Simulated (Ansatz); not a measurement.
# AlSiH (triplet): the correlation ladder at a displaced geometry (v1), 6-31G

How much of the correlation energy of AlSiH (triplet) does each wave-function method recover here?

Program: Ansatz 0.2.0, Gaussian basis. Level of theory: 6-31G, core rule «outside noble gas», up to 10 orbitals frozen. These are calculated values, not measurements.

The runs, in order: UHF; CCSD(T) on ROHF; CCSD(T) on UHF; BCCD(T) on ROHF; CISD; CCSDT(Q) on ROHF; CCSDT(Q) on UHF; CCSDTQ on ROHF; CCSDTQ on UHF; CASSCF and MRCISD+Q, 8 electrons in 9 orbitals; CASSCF and NEVPT4(SD), 8 electrons in 9 orbitals; CASSCF and NEVPT2, 8 electrons in 9 orbitals; Full CI.

24 further runs of the same task are left out: 8 that didn't finish, 16 set aside as unsound or not needed.

### 1 What is computed

The geometry is a PBE0/def2-TZVP stationary point (not a proven minimum) with its atoms shifted at random (size 0.040 Å).

3 atoms, charge 0, spin multiplicity 3.

Atoms are counted from 1 here; the program's logs count them from 0.

Bond lengths: Si1–Al2 2.401 Å, Si1–H3 1.664 Å. Angles: Al2–Si1–H3 56.9°.

### 2 UHF

File in.yaml:

```yaml
crystal:
  periodic: [false, false, false]
  atoms:
    - {symbol: Si, position_ang: [-0.000446, -0.028970, 1.171745]}
    - {symbol: Al, position_ang: [-0.001279, -0.020944, -1.229699]}
    - {symbol: H, position_ang: [0.046685, 1.367882, 0.267998]}
basis:
  gaussian: {orbitals: 6-31G}
magnetization: {spin_polarized: true, initial_magnetization: 2}
hamiltonian: {xc: hf}
output: {orbitals: {seedname: orbitals}}
```

Run with:

```console
ansatz run in.yaml --threads 1 --pin off --events-out ev --progress --plain --max-ram 2393MiB
```

After this run come: CCSD(T) on ROHF; CCSD(T) on UHF; BCCD(T) on ROHF; CISD; CCSDT(Q) on ROHF; CCSDT(Q) on UHF; CCSDTQ on ROHF; CCSDTQ on UHF; CASSCF and MRCISD+Q, 8 electrons in 9 orbitals; CASSCF and NEVPT4(SD), 8 electrons in 9 orbitals; CASSCF and NEVPT2, 8 electrons in 9 orbitals; Full CI.

Q: Predict the results of all the runs planned. Wanted: FCI from the RHF energy; RMP2 from FCI; UMP2 from FCI; RCCSD from FCI; RCCSD(T) from FCI; UCCSD(T) from FCI; RCCSDT(Q) from FCI; UCCSDT(Q) from FCI; NEVPT2 valence from FCI.

The runs gave:

| quantity | value |
| --- | --- |
| FCI from the ROHF energy | -2.7533 eV |
| RMP2 from FCI | +18.93 kcal/mol |
| UMP2 from FCI | +19.60 kcal/mol |
| RCCSD from FCI | +2.66 kcal/mol |
| RCCSD(T) from FCI | +0.79 kcal/mol |
| UCCSD(T) from FCI | +0.74 kcal/mol |
| RCCSDT(Q) from FCI | +0.04 kcal/mol |
| UCCSDT(Q) from FCI | +0.01 kcal/mol |
| NEVPT2 valence from FCI | +4.96 kcal/mol |
| NEVPT4(SD) valence from FCI | +0.73 kcal/mol |
| MRCISD+Q valence from FCI | +0.13 kcal/mol |
| levels within 1 kcal/mol (43 meV) | RCCSD(T), UCCSD(T), BCCD(T), RCCSDT, UCCSDT, RCCSDT(Q), UCCSDT(Q), RCCSDTQ, UCCSDTQ, NEVPT4(SD) valence, MRCISD valence, MRCISD+Q valence |
| T1 diagnostic | 0.045 |
| effectively unpaired electrons | 2.09 |

RCCSD(T) lands +0.79 kcal/mol from the yardstick (1.2 % of the correlation energy). The occupations are near whole numbers, but T1 = 0.045 shows that the orbitals relax strongly. Of the multireference levels listed MRCISD+Q valence comes nearest in total energy (+0.13 kcal/mol), which doesn't show that its space is the better one. These misses are within one basis, not against nature; the frozen cores of restricted and unrestricted runs differ, which can shift their rows.

Levels on UHF freeze UHF's core orbitals, full CI those of ROHF, so the U rows can settle a little off it for that reason alone.

With open shells the CI space here admits some triples and quadruples, so it is larger than plain CISD.
